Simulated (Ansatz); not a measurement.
# AlBCl (quartet): from Hartree-Fock to the top rungs at a displaced geometry (v2), cc-pVDZ

How much of the correlation energy of AlBCl (quartet) does each wave-function method recover here?

Computed with Ansatz 0.2.0, Gaussian basis. Level: cc-pVDZ, core rule «outside noble gas», up to 11 orbitals frozen.

Plan: UHF; CCSD(T) on ROHF; CCSD(T) on UHF; BCCD(T) on ROHF; CISD; CCSDT(Q) on ROHF; CCSDT(Q) on UHF.

28 further runs of the same task are left out: 7 for a known fault of the program, 6 that didn't finish, 15 set aside as unsound or not needed.

### Step 1. The system

The geometry is a PBE0/def2-TZVP stationary point (not a proven minimum) with its atoms shifted at random (size 0.100 Å).

3 atoms, charge 0, spin multiplicity 4.

Atoms are counted from 1 here; the program's logs count them from 0.

Bond lengths: Al1–B2 1.925 Å, B2–Cl3 1.710 Å. Angles: Al1–B2–Cl3 172.4°.

Geometry (Å):

```xyz
3

Al    0.08438    0.00522    1.84840
B    -0.08050    0.01360   -0.07001
Cl   -0.00388   -0.01883   -1.77839
```

### Step 2. UHF

in.yaml reads:

```yaml
crystal:
  periodic: [false, false, false]
  atoms:
    - {symbol: Al, position_ang: [0.084376, 0.005225, 1.848398]}
    - {symbol: B, position_ang: [-0.080498, 0.013599, -0.070009]}
    - {symbol: Cl, position_ang: [-0.003878, -0.018825, -1.778389]}
basis:
  gaussian: {orbitals: cc-pVDZ}
magnetization: {spin_polarized: true, initial_magnetization: 3}
hamiltonian: {xc: hf}
output: {orbitals: {seedname: orbitals}}
```

Started as:

```
$ ansatz run in.yaml --threads 1 --pin off --events-out ev --progress --plain --max-ram 2393MiB
```

Further steps of the session: CCSD(T) on ROHF; CCSD(T) on UHF; BCCD(T) on ROHF; CISD; CCSDT(Q) on ROHF; CCSDT(Q) on UHF.

**Question.** What will the summary of the whole plan be? Wanted: UCCSDT(Q) below the RHF energy; RMP2 from UCCSDT(Q); UMP2 from UCCSDT(Q); RCCSD from UCCSDT(Q); RCCSD(T) from UCCSDT(Q); UCCSD(T) from UCCSDT(Q); RCCSDT(Q) from UCCSDT(Q); T1 diagnostic.

The runs gave:

| quantity | value |
| --- | --- |
| UCCSDT(Q) below the RHF energy | -7.4649 eV |
| RMP2 from UCCSDT(Q) | +103.0 kJ/mol |
| UMP2 from UCCSDT(Q) | +103.9 kJ/mol |
| RCCSD from UCCSDT(Q) | +32.3 kJ/mol |
| RCCSD(T) from UCCSDT(Q) | +6.0 kJ/mol |
| UCCSD(T) from UCCSDT(Q) | +6.0 kJ/mol |
| RCCSDT(Q) from UCCSDT(Q) | +0.3 kJ/mol |
| levels within 1 kcal/mol (43 meV) | RCCSDT, UCCSDT, RCCSDT(Q) |
| T1 diagnostic | 0.026 |

**Reading.** RCCSD(T) lands +6.0 kJ/mol from the yardstick (0.8 % of the correlation energy). These misses are within one basis, not against nature; the frozen cores of restricted and unrestricted runs differ, which can shift their rows.
